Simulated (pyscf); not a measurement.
# Addition across a multiple bond or ene-type step: O=Nb(OH)(Cl)–Cl (SMILES [O]=[Nb]([OH])([Cl])[Cl]) + H₂S (SMILES S) -> HO–Nb(OH)(SH)(Cl)–Cl (SMILES [OH][Nb]([OH])([SH])([Cl])[Cl])

Gas phase, singlet surface, charge 0. Bonds broken: S7–H8. Bonds formed: O1–H8, Nb2–S7. Structures and frequencies: ωB97X-D3(BJ)/def2-SVP in PySCF.

Transition state (Å):

```xyz
9

O      0.5746     1.7203     0.3148
Nb     0.1330     0.0668    -0.1597
O      0.5232    -1.2372     1.0902
Cl    -1.7423    -0.1071    -1.4726
Cl     1.6633    -0.4583    -1.7819
H      0.3721    -1.3973     2.0297
S     -1.5583     0.8841     1.7865
H     -0.3000     1.7869     1.1141
H     -2.5364     1.3392     0.9827
```

One imaginary mode, 1313i cm⁻¹; descent along it reached the two sides named, in the forms told below.

```tsv
bond	change	reactant side (Å)	saddle	product side
S7–H8	breaks	1.347	1.688	4.2
O1–H8	forms	2.7	1.187	0.967
Nb2–S7	forms	2.9	2.7	2.382
```

Electronic energies relative to the separated reactants (kcal/mol):

| level | barrier | reaction energy | reverse barrier |
|---|---|---|---|
| ωB97X-D3(BJ)/def2-TZVP | 15.2 | -6.5 | 21.7 |
| PBE/def2-TZVP | 14.6 | -1.1 | 15.7 |
| r²SCAN/def2-TZVP | 13.6 | -4.7 | 18.3 |
| B3LYP-D3(BJ)/def2-TZVP | 16.6 | -3.6 | 20.2 |
| PBE0-D3(BJ)/def2-TZVP | 14.0 | -5.1 | 19.1 |
| M06-2X/def2-TZVP | 17.7 | -4.0 | 21.8 |
| ωB97M-D3(BJ)/def2-TZVP | 20.0 | -0.7 | 20.6 |
| HF/def2-TZVP | 35.2 | +4.2 | 31.0 |

With ωB97M-D3(BJ)/def2-TZVP energies and thermal terms (ideal gas, 1 atm, RRHO with modes under 100 cm⁻¹ raised to 100, one conformer, R ln 2 for chiral ones without a mode under 150 cm⁻¹), in kcal/mol:

```
T (K)   ΔH‡   ΔG‡    ΔH     ΔG
-----  ----  ----  ----  -----
298    18.9  30.3  +1.9  +12.9
600    19.4  41.7  +3.0  +23.7
900    20.2  52.7  +4.2  +33.7
1200   21.1  63.3  +5.3  +43.4
```

On the reactant side the descent ends in an adduct with a Nb–S contact, 8.2 kcal/mol under the separated species and 23.4 kcal/mol under the saddle at ωB97X-D3(BJ)/def2-TZVP. What is counted as formed (Nb–S) is already present as a longer contact in the reactant adduct; forming that adduct is a step of its own. This is the saddle that the search found; another between the same sides may lie lower. Elements past Kr carry the def2 core potentials, without spin-orbit coupling.
